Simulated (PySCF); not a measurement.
SO₂: from structure and modes to constants

Computed with PBE/[S def2-TZVP, O def2-TZVP], no relativity, density fitting, PySCF.

The singlet minimum has C2v symmetry. Masses (u): S 31.97207, O 15.99492.

```xyz
3
charge 0 multiplicity 1, angstrom
S     0.0000    0.0000   -0.3702
O     1.2552    0.0000    0.3700
O    -1.2552    0.0000    0.3700
```

Harmonic wavenumbers (cm⁻¹): 492.7 (a1, ×1), 1115.3 (a1, ×1), 1309.9 (b2, ×1).

What is the harmonic zero-point energy?

Half the sum of all 3 wavenumbers, 2918/2 = 1459 cm⁻¹, which is 17.5 kJ/mol (1 cm⁻¹ = 0.0119627 kJ/mol).

Find the vibrational entropy and heat capacity at 298.15 K.

With u = 1.43878 ω/T, each mode gives S = R[u/(eᵘ−1) − ln(1−e⁻ᵘ)] and C = R u² eᵘ/(eᵘ−1)².
```json
{"ω (cm⁻¹)": "492.7", "u": "2.378", "S (J/(mol K))": "2.83", "C (J/(mol K))": "5.30"}
{"ω (cm⁻¹)": "1115.3", "u": "5.382", "S (J/(mol K))": "0.24", "C (J/(mol K))": "1.12"}
{"ω (cm⁻¹)": "1309.9", "u": "6.321", "S (J/(mol K))": "0.11", "C (J/(mol K))": "0.60"}
```
The sums over all modes are S = 3.2 and C = 7.0 J/(mol K); the softest mode gives 89 % of the entropy.
